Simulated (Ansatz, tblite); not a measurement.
Spin states of the cluster B₃ (the lowest doublet isomer of a short search), each relaxed with PBE-D4/def2-TZVP in Ansatz. Electronic energies in the gas phase.

The xTB rows come from tblite. Correlated methods freeze 3 core orbitals. The structure comes from a short search, and lower isomers may exist.

Doublet geometry (D3h within 0.1 Å):

```xyz
3

B     0.636   -0.203   -0.601
B     0.180    0.571    0.669
B    -0.816   -0.368   -0.068
```

Quartet geometry (C2v within 0.1 Å):

```tsv
atom	x (Å)	y (Å)	z (Å)
B1	0.541	-0.678	-0.555
B2	-1.010	0.060	0.195
B3	0.468	0.618	0.360
```

⟨S²⟩: doublet 0.86 at PBE0-D4/def2-TZVP (pure 0.75), quartet 3.76 at PBE0-D4/def2-TZVP (pure 3.75).

Run but left out: HF/STO-3G, HF/def2-TZVP, HF/def2-TZVPP, B2PLYP/def2-TZVP, MP2/def2-TZVP, MP2/def2-TZVPP, CCSD/def2-TZVPP, CCSD(T)/def2-TZVPP (doublet: ⟨S²⟩ 0.99 to 1.54, where a pure state has 0.75).

Only these spin states were relaxed.

```tsv
level	quartet − doublet (kcal/mol)	lowest of these	remarks
GFN1-xTB	46.5	doublet	–
GFN2-xTB	62.6	doublet	–
PBE-D4/def2-TZVP	35.9	doublet	–
revPBE-D4/def2-TZVP	34.0	doublet	–
r2SCAN-D4/def2-TZVP	30.9	doublet	spin-contaminated (⟨S²⟩ 0.88) (doublet)
PBE0-D4/def2-TZVP	29.8	doublet	spin-contaminated (⟨S²⟩ 0.86) (doublet)
r2SCAN0-D4/def2-TZVP	26.8	doublet	spin-contaminated (⟨S²⟩ 0.95) (doublet)
BHLYP-D4/def2-TZVP	24.4	doublet	spin-contaminated (⟨S²⟩ 0.93) (doublet)
ωB97M-V/def2-TZVP	31.8	doublet	–
RPA@PBE/def2-TZVP	33.1	doublet	–
```

Change of the quartet − doublet gap on mixing in exact exchange, in kcal/mol: PBE to PBE0 (25 % exact exchange) -6.1; r2SCAN to r2SCAN0 (25 % exact exchange) -4.1.

The xTB methods have no term that favours high spin, so they put low spin too low.
